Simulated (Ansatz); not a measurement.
Basis-set extrapolation for C₄H₁₂N₂ (`CC(C)(C)NN`) (PBE0-D4/def2-TZVP geometry, frozen core, Ansatz). Multiplicity 1, RHF reference.

```json
{"": "HF", "def2-TZVPP": "-267.422209", "def2-QZVPP": "-267.435091"}
{"": "MP2 correlation", "def2-TZVPP": "-1.140985", "def2-QZVPP": "-1.215359"}
{"": "CCSD(T) correlation", "def2-TZVPP": "-1.245219", "def2-QZVPP": "not run"}
```

Energies in hartree. Use E(X) = E(∞) + A·exp(−7.88·√X) for Hartree–Fock and E(X) = E(∞) + B·X^(−2.97) for correlation, with X = 3 and 4, and add CCSD(T) minus MP2 of the smaller set to the MP2 limit.

Question: What is the CCSD(T) energy at the basis-set limit?

Answer: HF limit: -267.435091 + (-0.012882) × 0.13774 = -267.43687. MP2 limit: -1.215359 + (-0.074374) × 0.74074 = -1.27045. Higher-order term: -1.245219 − (-1.140985) = -0.10423. Total: -268.81155 hartree, 90.4 kcal/mol below CCSD(T)/def2-TZVPP.
